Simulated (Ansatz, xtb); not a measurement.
**Worked example: C3H6F2 → C3H4F2 + H2**

Species: C3H6F2 (1,3-difluoropropane) `FCCCF`, singlet; C3H4F2 `F/C=C\CF`, singlet; H2 (hydrogen), singlet. 

Shapes, held fixed at every level: PBE0-D4/def2-TZVP. Flexible molecules stand in one conformer, not always the lowest. Programs: Ansatz 0.2.0, xtb 6.7.1. Electronic energies: no zero-point or thermal term.

At CCSD(T)/CBS estimate; 1 Eh = 2625.50 kJ/mol:

```
species  energy (Eh)
 C3H6F2  -317.342093
 C3H4F2  -316.106207
     H2    -1.175441
```

Task: Work out ΔE of the reaction at this level.

Result: 
1. Products less reactants: (-316.106207) + (-1.175441) − [(-317.342093)] = 0.060445 Eh = +158.7 kJ/mol.

Other levels give +148.7 (B3LYP-D4/def2-TZVPP) to +163.1 kJ/mol (CCSD/def2-TZVPP). No measured value is set beside it here. The CBS estimate extrapolates MP2 from def2-TZVPP and def2-QZVPP and adds CCSD(T) − MP2 in the triple-zeta set, cores frozen; for H2 it overshoots the exact energy by about 1 mEh.
